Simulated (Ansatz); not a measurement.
Geometry optimisation, Ansatz 0.2.0, RKS PBE/def2-SVP.

Input:

```yaml
crystal:
  periodic: [false, false, false]
  atoms:
    - { symbol: Si, position_ang: [0.208155, 0.0, -0.070835] }
    - { symbol: H, position_ang: [0.204585, 0.0, 1.408581] }
    - { symbol: H, position_ang: [1.651899, 0.0, -0.494682] }
    - { symbol: H, position_ang: [-0.457389, 1.24063, -0.581833] }
    - { symbol: H, position_ang: [-0.45739, -1.24063, -0.581833] }
    - { symbol: F, position_ang: [-2.300342, -1.0e-06, 1.165843] }
    - { symbol: H, position_ang: [-1.615218, 1.0e-06, 1.795158] }
basis:
  gaussian: { orbitals: def2-SVP }
hamiltonian:
  xc: pbe
relax:
  f_tol: 0.03
  max_steps: 50
```

Command:

```bash
$ ansatz run input.yaml --threads 1 --pin off --max-ram 2048MiB --backend cpu --events-out ev --progress --plain --runs-dir out
```

**Question.** Where does it end, and by what steps?

**Answer.** The run converged. After 6 steps the energy has fallen by 0.033 eV; F6 moved furthest, 0.19 Å.

```csv
step,energy less start (eV),largest force component (eV/Å),accepted
0,0.0000,0.596,yes
1,-0.0241,0.629,yes
2,0.0142,1.459,no
3,-0.0248,0.294,yes
4,-0.0321,0.181,yes
5,-0.0331,0.056,yes
6,-0.0332,0.001,yes
```

```xyz
7
Properties=species:S:1:pos:R:3
Si 0.252 0.000 -0.107
H 0.202 -0.001 1.404
H 1.702 0.001 -0.502
H -0.416 1.236 -0.626
H -0.415 -1.237 -0.628
F -2.441 0.000 1.299
H -1.649 0.002 1.800
```

Whether the end is a true minimum wasn't checked by a vibrational analysis.

Time of the run: 4.9 s on 1 thread of Intel(R) Xeon(R) 6975P-C (Granite Rapids) (shared host), peak memory 0.12 GiB.
